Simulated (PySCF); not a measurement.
# NO₂⁺: bending curve

All numbers come from r2SCAN/[N def2-TZVP, O def2-TZVP], no relativity, density fitting, PySCF.

Rigid scan from the singlet minimum (N–O 1.118 Å (×2); O–N–O 180.0°). Coordinate: the O–N–O angle, bonds fixed. Energies in kJ/mol from the minimum.

```
bond angle (°)  E (kJ/mol)  dipole size (D, about the centre of mass)
            80       642.0                                       0.27
            90       638.1                                       0.13
           100       693.7                                       0.01
           110       528.4                                       1.02
           120       341.4                                       0.83
           130       214.0                                       0.67
           140       126.5                                       0.53
           150        67.1                                       0.39
           160        28.6                                       0.26
           170         7.0                                       0.13
           180         0.0                                       0.00
```

Other isomers or separated fragments may lie lower.

The scan took of the order of 4 core-minutes on a shared host.
